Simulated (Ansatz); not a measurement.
**C₄H₅F: a ladder of functionals and wavefunction methods**

How much do the methods differ for C₄H₅F? The plan is to run it at one geometry with functionals of several rungs and with coupled cluster. The yardstick is the atomisation energy at the CCSD(T) limit.

Method: functionals in def2-TZVPP, the program's frozen cores in correlated methods; program: Ansatz 0.2.0, Gaussian basis.

Plan: LDA (SPW92), PBE-D4, revPBE-D4, BLYP-D4, r2SCAN-D4, B97M-V, PBE0-D4, B3LYP-D4, r2SCANh-D4, r2SCAN0-D4, HSE06-D4, BHLYP-D4, CAM-B3LYP-D4, LC-ωPBE, ωB97X-V, ωB97M-V, B2PLYP, PBE-QIDH; CCSD(T)/def2-SVP; CCSD(T)/def2-TZVPP; CCSD(T)/def2-QZVPP; extrapolation to the limit.

## Step 1: Structure used throughout

All runs share one geometry, relaxed beforehand with PBE0-D4 in a triple-zeta def2 set.

SMILES `FC1=CCC1`, 10 atoms, charge 0, spin multiplicity 1.

Atoms are counted from 1 here; the program's logs count them from 0.

Bond lengths: F1–C2 1.323 Å, C2–C3 1.328 Å, C2–C5 1.490 Å, C3–C4 1.515 Å, C3–H6 1.080 Å, C4–C5 1.562 Å, C4–H7 1.092 Å, C4–H8 1.092 Å, C5–H9 1.092 Å, C5–H10 1.092 Å. Angles: F1–C2–C3 133.5°, F1–C2–C5 128.7°, C3–C2–C5 97.9°, C2–C3–C4 91.1°, C2–C3–H6 135.3°, C4–C3–H6 133.6°, C3–C4–C5 87.4°, C3–C4–H7 115.5°, C3–C4–H8 115.5°, C5–C4–H7 113.9°, C5–C4–H8 113.9°, H7–C4–H8 109.3°, C2–C5–C4 83.6°, C2–C5–H9 116.0°, C2–C5–H10 115.9°, C4–C5–H9 115.1°, C4–C5–H10 115.0°, H9–C5–H10 109.5°.

## Step 2: LDA

This LDA is Slater exchange with PW92 correlation.

File in.yaml:

```yaml
crystal:
  periodic: [false, false, false]
  atoms:
    - {symbol: F, position_ang: [0.268249, 0.493375, 2.323549]}
    - {symbol: C, position_ang: [0.119096, 0.114552, 1.064314]}
    - {symbol: C, position_ang: [-0.027098, -1.067469, 0.477338]}
    - {symbol: C, position_ang: [-0.107927, -0.413410, -0.886850]}
    - {symbol: C, position_ang: [0.066616, 0.959016, -0.161972]}
    - {symbol: H, position_ang: [-0.072750, -2.092418, 0.816116]}
    - {symbol: H, position_ang: [0.705010, -0.657460, -1.574648]}
    - {symbol: H, position_ang: [-1.063769, -0.522116, -1.404617]}
    - {symbol: H, position_ang: [-0.787416, 1.635566, -0.240642]}
    - {symbol: H, position_ang: [0.983188, 1.499264, -0.409690]}
basis:
  gaussian: {orbitals: def2-TZVPP}
hamiltonian: {xc: lda}
output: {orbitals: {seedname: orbitals}}
```

Run with:

```console
ansatz run in.yaml --threads 2 --pin off --events-out ev --progress --plain --max-ram 32768MiB --backend cpu
```

After this run come: PBE-D4 (GGA); revPBE-D4 (GGA); BLYP-D4 (GGA); r2SCAN-D4 (meta-GGA); B97M-V (meta-GGA); B3LYP-D4 (hybrid); r2SCANh-D4 (hybrid); r2SCAN0-D4 (hybrid); HSE06-D4 (hybrid); BHLYP-D4 (hybrid); CAM-B3LYP-D4 (range-separated); LC-ωPBE (range-separated); ωB97X-V (range-separated); ωB97M-V (range-separated); B2PLYP (double hybrid); PBE-QIDH (double hybrid); CCSD(T) in def2-SVP; CCSD(T) in def2-TZVPP; CCSD(T) in def2-QZVPP.

Q: Predict the results of all the runs planned. Wanted: atomisation energy, CCSD(T)/CBS; farthest beyond LDA; mean size of error, GGA; mean size of error, meta-GGA; mean size of error, hybrid; mean size of error, range-separated; mean size of error, double hybrid; gap, smallest and largest; T1 diagnostic.

The runs gave:

| quantity | value |
| --- | --- |
| atomisation energy, CCSD(T)/CBS | 4228.0 kJ/mol |
| functionals within 21.1 kJ/mol (0.5 %) | BLYP-D4, B3LYP-D4, r2SCANh-D4, ωB97X-V |
| farthest beyond LDA | PBE-D4 (+163.1 kJ/mol) |
| mean size of error, GGA | 72.5 kJ/mol |
| mean size of error, meta-GGA | 28.3 kJ/mol |
| mean size of error, hybrid | 54.7 kJ/mol |
| mean size of error, range-separated | 28.1 kJ/mol |
| mean size of error, double hybrid | 24.8 kJ/mol |
| gap, smallest and largest | 5.50 eV (LDA (SPW92)), 12.85 eV (LC-ωPBE) |
| T1 diagnostic | 0.0112 |
| triples share of the correlation energy | 4.0 % |

The LDA atomisation energy is off by 705.2 kJ/mol (17 %): it overbinds. PBE-D4 misses by +163.1 kJ/mol. Double hybrids carry the basis error of their MP2 part in triple zeta, and no dispersion term here, so their miss is partly the set-up's. By mean error the best rung here is double hybrid (24.8 kJ/mol) and the worst beyond LDA is GGA (72.5 kJ/mol). The gap between the best rungs is small, so their order is not settled. Misses under about 21.1 kJ/mol are within the doubt on the reference itself, which lacks core-valence correlation, relativity and higher excitations. Hartree-Fock recovers 73 % of the binding; the rest is correlation. CCSD(T) in def2-SVP is off by -159.2 kJ/mol, which most functionals beat. Orbital gaps span 5.5 to 12.9 eV; exact exchange widens them.
